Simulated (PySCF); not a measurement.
# Dipole moment and polarisability of `[H]/N=C\CF`

Species: C₂H₄FN.
SMILES with atom numbers: `[H]/[N:1]=[CH:2]\[CH2:3][F:4]` (hydrogens: H5 on N1; H6 on C2; H7, H8 on C3)

Cartesian coordinates in Å at the GFN2-xTB level; atoms count from 1:
```xyz
8
C2H4FN angstrom
N      1.6442    0.0856   -0.1661
C      0.4988    0.5789   -0.1224
C     -0.8119   -0.1347    0.0895
F     -0.6221   -1.4855    0.2371
H      1.6808   -0.9267   -0.0411
H      0.3990    1.6535   -0.2485
H     -1.3055    0.2278    0.9987
H     -1.4741    0.0106   -0.7719
```

Level: CAM-B3LYP/def2-SVPD (PySCF), static field, nuclei fixed, core orbitals frozen in the response. The polarisability tensor in these axes (au):

```
x   41.23 -2.45 -1.06
y   -2.45 34.16 -0.73
z   -1.06 -0.73 26.69
```

Question: Diagonalise the tensor; give its mean and Δα, where Δα² is half the sum of the squared differences of the eigenvalues.

Answer: Principal values 26.50, 33.54 and 42.04 au; mean 34.03 au = 5.04 Å³ = 5.61 × 10⁻⁴⁰ C²·m²/J; Δα = 13.48 au (40 % of the mean).

Question: What is the dipole moment, and where does it point?

Answer: (-2.28, 0.98, 0.10) D, 2.48 D in size, pointing from the negative to the positive side. Measured along this direction, the outermost atoms are H5 at the negative end and H8 and H7 at the positive end.

Question: Find the Langevin capture rate constant for H3+ (3.023 u) meeting this molecule (61.033 u), k = 2.342 × 10⁻⁹ cm³/s × √(α in Å³ / reduced mass in u).

Answer: The reduced mass is 2.88 u, so k = 3.10 × 10⁻⁹ cm³/s. The formula leaves out the permanent dipole, which adds to the capture rate.

Question: How large is μ²/3kT at 250 K beside α?

Answer: In Gaussian units μ²/3kT = 59.31 Å³ against 5.04 Å³, a ratio of 11.76; the Debye molar polarisation (4π/3)N_A(α + μ²/3kT) is 162.3 cm³/mol, leaving out the vibrational part.

Question: Traceless (Buckingham) quadrupole moment about the centre of nuclear charge: eigenvalues?

Answer: -8.18, 2.19, 5.99 D·Å. The values depend on the origin, since the dipole doesn't vanish. The electronic extent ⟨r²⟩ about the same centre is 270 bohr², a root-mean-square distance of 1.54 Å for the 32 electrons.

Question: In TDDFT the mean static polarisability is Σ f/ω² over all singlet excitations (ω in hartree). How much of it do the 8 lowest give? Their energies (eV) and oscillator strengths: 5.31, 0.0032; 7.39, 0.0175; 8.09, 0.0499; 8.49, 0.2200; 8.79, 0.0021; 8.94, 0.1058; 9.28, 0.0162; 9.34, 0.0059.

Answer: They add up to 4.34 au, 12.7 % of the 34.03 au; the largest single term is 2.26 au, from the state at 8.49 eV. Terms in order: 0.08, 0.24, 0.57, 2.26, 0.02, 0.98, 0.14, 0.05 au. Higher excitations give the rest. The strengths listed sum to 0.421.

The structure is a single GFN2-xTB conformer in the gas phase; no vibrational or solvent corrections.
